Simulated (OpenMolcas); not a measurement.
# One shape, several levels: singlet [SiN2H5]−

We compute a comparison of 6 runs (HF/3-21G, M06-L/def2-SVPD, PBE/def2-SVPD, SVWN5/def2-SVPD, r2SCAN/def2-SVPD, CCSD(T)/def2-SVPD) of singlet [SiN2H5]−. 

The calculation is run with OpenMolcas 26.06.

## Step 1: The molecule

[SiN2H5]−: 8 atoms, total charge -1, spin state singlet. SMILES of the parent species: `N[SiH]N`. Geometry: relaxed at PBE0-D4/def2-TZVP. This is one conformer, not always the lowest. That shape belongs to the parent species and isn't relaxed for this state.

Bond lengths: N1–Si2 1.713 Å, Si2–N3 1.720 Å, N1–H4 1.008 Å, N1–H5 1.005 Å, Si2–H6 1.504 Å, N3–H7 1.008 Å, N3–H8 1.008 Å. Angles: N1–Si2–N3 106.1°, N1–Si2–H6 117.2°, N3–Si2–H6 103.6°, Si2–N1–H4 122.2°, Si2–N1–H5 121.8°, Si2–N3–H7 120.2°, Si2–N3–H8 119.6°, H4–N1–H5 112.8°, H7–N3–H8 111.5°.

## Step 2: A single-point energy at HF/3-21G (run 1)

File run.inp:

```
* H5N2Si Hartree-Fock
>>> EXPORT MOLCAS_PRINT=2

&gateway
  baslib=$CurrDir
  coord
  8
  angstrom
  N       -1.027000       0.622100      -0.768300
  Si       0.527700       0.579900      -0.050700
  N        0.789500      -1.052600       0.425100
  H       -1.817900       0.144500      -0.364600
  H       -1.296600       1.349400      -1.406800
  H        0.716400       1.354100       1.225100
  H        0.730800      -1.794000      -0.255200
  H        1.468900      -1.260500       1.139500
  basis=3-21G
  group=NoSym

&seward

&scf
  charge=-1
  thresholds=1e-10 1e-07 1e-07 1e-05
  prorbitals=1 1
```

The basis set 3-21G is read from a file made from the Basis Set Exchange's data (not shown).

Launch:

```bash
$ export MOLCAS_MEM=1860
$ pymolcas run.inp > run.log
```

Standard output:

```text
--- Start Module: gateway ---
[...]
--- Stop Module: gateway /rc=_RC_ALL_IS_WELL_ ---
--- Start Module: seward ---
[...]
      Basis functions           41
--- Stop Module: seward /rc=_RC_ALL_IS_WELL_ ---
--- Start Module: scf ---
[...]
       Convergence after  18 Iterations
[...]
::    Total SCF energy                               -398.5404706842
[...]
      Total spin, S                                     0.0000000000
[...]
      Total electronic charge=   34.000000
      Total            charge=   -1.000000
[...]
      Dipole Moment (debye):
      Origin of the operator (angstrom)=    0.1842    0.1637   -0.0964
                   X= -2.8162E+00               Y= -2.9373E+00               Z=  4.3674E-01           Total=  4.0926E+00
      Center of Charge (angstrom)
[...]
--- Stop Module: scf /rc=_RC_ALL_IS_WELL_ ---
[...]
```

It took 1.6 s on 1 thread of Arm Neoverse V2, shared host; peak memory 0.37 GiB.

## Step 3: The energy at M06-L/def2-SVPD (run 2)

File calc.input:

```
&GATEWAY
BasLib=$CurrDir
Coord
8
angstrom
N       -1.027000       0.622100      -0.768300
Si       0.527700       0.579900      -0.050700
N        0.789500      -1.052600       0.425100
H       -1.817900       0.144500      -0.364600
H       -1.296600       1.349400      -1.406800
H        0.716400       1.354100       1.225100
H        0.730800      -1.794000      -0.255200
H        1.468900      -1.260500       1.139500
Basis=def2-SVPD
Group=NoSym
&SEWARD
GridInput
Grid=UltraFine
End of Grid
&SCF
Charge=-1
KSDFT=M06L
Thresholds=1e-10 1e-07 1e-07 1e-05
PrOrbitals=1 2
```

The basis set def2-SVPD is read from a file made from the Basis Set Exchange's data (not shown).

Launch:

```bash
$ export MOLCAS_MEM=1860
$ pymolcas calc.input > calc.log
```

Standard output:

```text
--- Start Module: gateway ---
[...]
--- Stop Module: gateway /rc=_RC_ALL_IS_WELL_ ---
--- Start Module: seward ---
[...]
      Basis functions          104
--- Stop Module: seward /rc=_RC_ALL_IS_WELL_ ---
[...]
--- Start Module: scf ---
[...]
       Convergence after  20 Iterations
[...]
::    Total KS-DFT energy                            -401.8100710306
[...]
      Total spin, S                                     0.0000000000
[...]
      Total electronic charge=   34.000000
      Total            charge=   -1.000000
[...]
      Dipole Moment (debye):
      Origin of the operator (angstrom)=    0.1842    0.1637   -0.0964
                   X= -2.8477E+00               Y= -3.6003E+00               Z=  9.1921E-01           Total=  4.6815E+00
      Center of Charge (angstrom)
[...]
--- Stop Module: scf /rc=_RC_ALL_IS_WELL_ ---
[...]
```

Run time: 62 s. Hardware: 1 thread of Arm Neoverse V2, shared host; peak memory 0.59 GiB.

Runs 3 to 5 aren't shown in full; the table further down has their settings and results.

## Step 4: A single-point energy at CCSD(T)/def2-SVPD (Cholesky decomposition) (run 6)

File coord.xyz:

```xyz
8

N     -1.027000     0.622100    -0.768300
Si     0.527700     0.579900    -0.050700
N      0.789500    -1.052600     0.425100
H     -1.817900     0.144500    -0.364600
H     -1.296600     1.349400    -1.406800
H      0.716400     1.354100     1.225100
H      0.730800    -1.794000    -0.255200
H      1.468900    -1.260500     1.139500
```

File job.inp:

```
* H5N2Si CCSD(T)
>>> EXPORT MOLCAS_PRINT=2
&GATEWAY
BASLIB=$CurrDir
COORD=coord.xyz
BASIS=def2-SVPD
GROUP=NoSym
&SEWARD
HIGH
&SCF
CHARGE=-1
THRESHOLDS=1e-10 1e-07 1e-07 1e-05
PRORBITALS=1
&CHCC
FROZEN=7
THRESHOLD=1e-08
MAXITERATIONS=80
&CHT3
FROZEN=7
```

The basis set def2-SVPD is read from a file made from the Basis Set Exchange's data (not shown).

Launch:

```bash
$ export MOLCAS_MEM=1860
$ pymolcas job.inp > job.log
```

Standard output:

```text
--- Start Module: gateway ---
[...]
--- Stop Module: gateway /rc=_RC_ALL_IS_WELL_ ---
[...]
      Basis functions          104
[...]
       Convergence after  18 Iterations
[...]
::    Total SCF energy                               -400.5421729047
[...]
      Total spin, S                                     0.0000000000
[...]
      Total electronic charge=   34.000000
      Total            charge=   -1.000000
[...]
      Dipole Moment (debye):
      Origin of the operator (angstrom)=    0.1842    0.1637   -0.0964
                   X= -3.2012E+00               Y= -3.6386E+00               Z=  1.1625E+00           Total=  4.9839E+00
      Center of Charge (angstrom)
[...]
--- Start Module: chcc ---
[...]
--- Stop Module: chcc /rc=_RC_ALL_IS_WELL_ ---
[...]
--- Start Module: cht3 ---
[...]
--- Stop Module: cht3 /rc=_RC_ALL_IS_WELL_ ---
[...]
```

Wall time 4.2 min (1 thread of Arm Neoverse V2, shared host); peak memory 0.17 GiB.

## Step 5: Overview of the runs

```
run                                       level  integration grid  integral approximation  energy (Eh)  HOMO energy (eV)  LUMO energy (eV)  HOMO–LUMO gap (eV)  wall time
  1                                    HF/3-21G                 –                    none  -398.540471              1.07             11.67               10.60      1.6 s
  2                             M06-L/def2-SVPD         UltraFine                    none  -401.810071              2.91              5.12                2.21       62 s
  3                               PBE/def2-SVPD         UltraFine                    none  -401.549138              2.72              4.11                1.39       47 s
  4                             SVWN5/def2-SVPD         UltraFine                    none  -399.764553              2.62              3.99                1.37       33 s
  5                            r2SCAN/def2-SVPD         UltraFine                    none  -401.741452              2.75              4.71                1.96       59 s
  6  CCSD(T)/def2-SVPD (Cholesky decomposition)                 –                 CD high  -401.082050              0.31              6.94                6.62    4.2 min
```

## Step 6: What came out

| quantity | value |
| --- | --- |
| run 6: total energy | -401.08205 Eh |
| run 6: HOMO energy (Hartree–Fock orbitals) | 0.31 eV |
| run 6: LUMO energy (Hartree–Fock orbitals) | 6.94 eV |
| run 6: HOMO–LUMO gap (to an unbound level, set by the basis) | 6.62 eV |
| run 6: correlation energy (7 core orbitals frozen) | -539.9 mEh |
| run 6: (T) correction | -17.60 mEh |

**Reading.** Over runs 1, 2, 3, 4, 5 the HOMO–LUMO gap runs from 1.37 eV (SVWN5/def2-SVPD) to 10.60 eV (HF/3-21G). The two ends differ in method and basis. The empty levels of an anion lie above zero and hang on the basis. Totals of different functionals can't be ranked against each other. In runs 1, 2, 3, 4, 5, 6 the HOMO lies above zero, so the outermost electron may be held by the basis alone. All runs together took 7.5 min, the longest 4.2 min.
